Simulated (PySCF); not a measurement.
Gas-phase reaction: trisilylamine = NH₃ + 3 SiH₂. Level: PBE0/def2-TZVP; standard pressure 1 bar.

Computed with PySCF and rigid-rotor harmonic-oscillator thermochemistry at 1 bar. All species are closed-shell singlets. The harmonic model lacks anharmonicity and excited electronic states, which grow with temperature; levels with a mode under 35 cm⁻¹ are left out. Internal rotation in trisilylamine is treated as a harmonic vibration of one conformer, which makes the entropy rough.

```csv
T (K),1000/T (1/K),log10 K
1000,1.0000,-21.31
1200,0.8333,-14.15
1400,0.7143,-9.10
1600,0.6250,-5.36
1800,0.5556,-2.49
2000,0.5000,?
```

Q: Fit log10 K = a + b·(1000/T) to the five rows, get the mean ΔH° and ΔS°, and predict log10 K at 2000 K.

A: Means: 1000/T = 0.7456, log10 K = -10.482. Sums of products about the means: Sxy = -5.25578, Sxx = 0.124035, so b = Sxy/Sxx = -42.37 and a = -10.482 − (-42.37)×0.7456 = 21.11.
ΔH° = −R ln 10 × 1000 K × b = −19.145 × (-42.37) = 811 kJ; ΔS° = R ln 10 × a = 404 J/K. The run's own values go from 827 kJ and 419 J/K at 1000 K to 775 kJ and 383 J/K at 2000 K.
Prediction at 2000 K: 21.11 + (-42.37)×0.5000 = -0.07. The computed value is -0.23, 0.16 from the line.
For scale, ΔH°(298 K) is 848 kJ at this level, 835 kJ at ωB97M-V/def2-TZVP†, and runs from 747 to 921 kJ over the 17 levels computed († marks an energy on the PBE0/def2-TZVP geometry).
